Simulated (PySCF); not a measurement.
Continuum solvent and chemical shifts

Mapped SMILES: `[N:1]#[C:2][C-:3]([F:4])[Cl:5]`.

GIAO PBE0/pcSseg-1 in PySCF 2.14.0 with density-fitted response routines on one PBE0-D3(BJ)/def2-SVP conformer, non-relativistic, equivalent nuclei averaged. Solvents enter as an IEF-PCM continuum (benzene with ε = 2.3, dichloromethane with ε = 8.9) around the gas-phase geometry. Shifts are referred to TMS, CFCl3 computed in the same medium.

Gas phase, δ in ppm: C3 158.8, C2 138.2, F4 -200.7. Dipole moment 2.73 D.

(1) How does each δ change in the continuum?

(2) Which nuclei move most (in ppm), and what does the model miss?

## Answers

(1) 
| atoms | environment | Δδ, benzene | Δδ, dichloromethane |
| --- | --- | --- | --- |
| C3 | carbanion centre | -2.7 | -5.1 |
| C2 | nitrile carbon | +1.0 | +1.8 |
| F4 | fluorine bonded to C | -0.4 | -0.4 |

Changes are relative to the gas phase. The dipole moment becomes 2.92 D in benzene, 3.08 D in dichloromethane.

(2) C3 (carbanion centre, -5.1 ppm) in dichloromethane. A continuum only polarises the solute; specific hydrogen bonds, the anisotropy of aromatic solvents and changes of geometry or conformer are outside it, as are counter-ions.
